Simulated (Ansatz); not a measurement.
Two shapes of singlet Si₂H₆.

Shape 1:

```xyz
8

Si   -0.0418   -0.0132   -1.1492
Si   -0.0316   -0.0076    1.2112
H     0.0047   -1.3861   -1.6431
H    -1.2580    0.7107   -1.6648
H     1.1772    0.6705   -1.6824
H    -0.0349    1.3847    1.6594
H    -1.1863   -0.7308    1.7180
H     1.2407   -0.7414    1.6725
```

Shape 2:

```xyz
8

Si    0.0000    0.0000   -1.2671
Si    0.0000    0.0000    1.2671
H     0.0000   -1.5158   -1.8249
H    -1.3128    0.7579   -1.8249
H     1.3128    0.7579   -1.8249
H     0.0000    1.5158    1.8249
H    -1.3128   -0.7579    1.8249
H     1.3128   -0.7579    1.8249
```

Basis set: def2-TZVP (spherical functions). Correlated methods keep 10 orbitals frozen. Charge 0, multiplicity 1.

Computed with Ansatz (development build ahead of 0.2.0); each method stands on the lowest determinant of its kind that the runs found.

Problem. Which shape is lower in energy, and by how much in each method?

Solution.

```
 method  E(2) − E(1) (eV)
    RHF             0.999
RHF-MP2             0.973
```

Shape 1 is lower. Caution: no unrestricted run beside it, a lower state can exist.
